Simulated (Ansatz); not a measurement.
Cost and result for the atomization energy of C$_{3}$H$_{6}$F$_{2}$ (`CC(F)CF`) (11 atoms, 10 bonds).

```xyz
11

C    -0.607   -0.587    0.989
C    -0.059   -0.407   -0.405
F    -1.111   -0.431   -1.310
C     0.679    0.894   -0.562
F     1.321    0.949   -1.779
H    -1.206   -1.496    1.036
H    -1.240    0.258    1.270
H     0.205   -0.673    1.715
H     0.608   -1.233   -0.677
H     1.431    0.994    0.228
H    -0.023    1.732   -0.506
```

The species carries charge 0 and has multiplicity 1. The structure was optimised at the PBE0-D4/def2-TZVP level. It is one conformer, not always the lowest. Program: Ansatz. All runs use 4 threads of a server CPU on a shared host. Times are those of one run each, without the atoms' runs, and a repeat can differ threefold. Electronic energies, without spin–orbit coupling; frozen cores. CCSD(T)/CBS adds CCSD(T) − MP2 in def2-TZVPP to the MP2 limit, and its time is that of the two runs behind it. T1 = 0.010. B3LYP takes the VWN-RPA correlation (the form of Gaussian; ORCA's B3LYP/G).

CCSD(T)/CBS is a level of theory with its own doubt, some kJ/mol a heavy atom from the limit and from the frozen cores, so smaller differences don't rank the functionals.

| level | functions | wall time |
| --- | --- | --- |
| LDA (SPW92)/def2-TZVPP | 239 | 0.85 s |
| BLYP-D4/def2-TZVPP | 239 | 1.2 s |
| BHLYP-D4/def2-TZVPP | 239 | 1.8 s |
| B3LYP-D4/def2-TZVPP (with forces) | 239 | 2.6 s |
| r2SCANh-D4/def2-TZVPP | 239 | 3.1 s |
| r2SCAN-D4/def2-TZVPP (with forces) | 239 | 3.2 s |
| PBE-QIDH/def2-TZVPP | 239 | 3.3 s |
| CCSD(T)/def2-SVP | 100 | 3.8 s |
| ωB97X-V/def2-TZVPP | 239 | 4.8 s |
| B97M-V/def2-TZVPP | 239 | 5.5 s |
| MP2/def2-QZVPP | 465 | 15 s |
| CCSD(T)/def2-TZVPP | 239 | 110 s |
| CCSD(T)/CBS(def2) | – | 2 min |

Q: What atomization energy does each give, and how far from CCSD(T)/CBS? (Estimate.)

A: The calculation gave: 
```csv
level,atomization (kcal/mol),difference from CCSD(T)/CBS,per bond
LDA (SPW92)/def2-TZVPP,1184.1,159.2,15.9
BLYP-D4/def2-TZVPP,1023.5,-1.4,-0.1
BHLYP-D4/def2-TZVPP,992.2,-32.7,-3.3
B3LYP-D4/def2-TZVPP (with forces),1023.9,-1.0,-0.1
r2SCANh-D4/def2-TZVPP,1021.0,-3.9,-0.4
r2SCAN-D4/def2-TZVPP (with forces),1027.7,2.8,0.3
PBE-QIDH/def2-TZVPP,1020.8,-4.1,-0.4
CCSD(T)/def2-SVP,981.0,-43.9,-4.4
ωB97X-V/def2-TZVPP,1027.0,2.1,0.2
B97M-V/def2-TZVPP,1024.9,0.0,0.0
MP2/def2-QZVPP,1033.5,8.6,0.9
CCSD(T)/def2-TZVPP,1001.2,-23.7,-2.4
CCSD(T)/CBS(def2),1024.9,0.0,0.0
```

From PBE to PBE0 (25 % exact exchange), in def2-TZVPP and without D4, the atomization energy moves by −19.8 kcal/mol: exact exchange takes away binding that semilocal exchange gives to molecules. In def2-TZVPP, CCSD(T) changes the Hartree–Fock value by +245.1 kcal/mol (the triples alone add +13.8 kcal/mol) and MP2 by +263.5 kcal/mol; breaking electron pairs costs correlation energy, which Hartree–Fock lacks. Leaving LDA and LC-ωPBE aside and taking each functional with its dispersion term where it has one, the values, not all of them listed here, spread over 58.2 kcal/mol, from BHLYP-D4 to PBE-D4. LDA lies +137.4 kcal/mol from PBE without D4, its usual overbinding.
